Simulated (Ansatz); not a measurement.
Born–Oppenheimer molecular dynamics of BFH3Si (6 atoms, charge 0, multiplicity 2). It starts at the highest image of a converged band, a first-order saddle point between two minima.

Level of theory: UKS LDA/def2-SVP in Ansatz.

| Item | Value |
| --- | --- |
| ensemble | NVE (velocity Verlet) |
| time step | 0.5 fs |
| steps asked | 200 |
| starting velocities drawn for | 300 K |
| seed | 8418 |

First frame:

```xyz
6
Properties=species:S:1:pos:R:3
F 0.116 -2.302 0.233
B 0.288 -1.034 0.539
Si -0.415 0.642 0.070
H -1.339 1.122 -1.040
H 0.975 -0.215 -0.431
H 0.375 1.787 0.628
```

(1) How far do the bonds stretch over the last three quarters of this one trajectory? (Pairs bonded in most of those frames.)

Answers

(1) 
| bond | mean (Å) | spread (Å) | shortest | longest |
| --- | --- | --- | --- | --- |
| F1–B2 | 1.296 | 0.013 | 1.27 | 1.32 |
| B2–Si3 | 2.002 | 0.075 | 1.90 | 2.12 |
| Si3–H4 | 1.529 | 0.045 | 1.46 | 1.61 |
| Si3–H5 | 1.527 | 0.019 | 1.50 | 1.57 |
| Si3–H6 | 1.507 | 0.033 | 1.46 | 1.56 |

Mean temperature of the second half: 455 K. The conserved energy stayed within 0.085 meV per atom of its start (net change 0.045 meV per atom), so the integration is sound. The kinetic energy rose, since the run started high on the potential surface and went downhill. A run of 0.1 ps of so small a system gives no equilibrium averages.

Time of the run: 5.7 min on 1 thread of AMD EPYC (Zen 3), with other jobs on the host, peak memory 0.11 GiB.
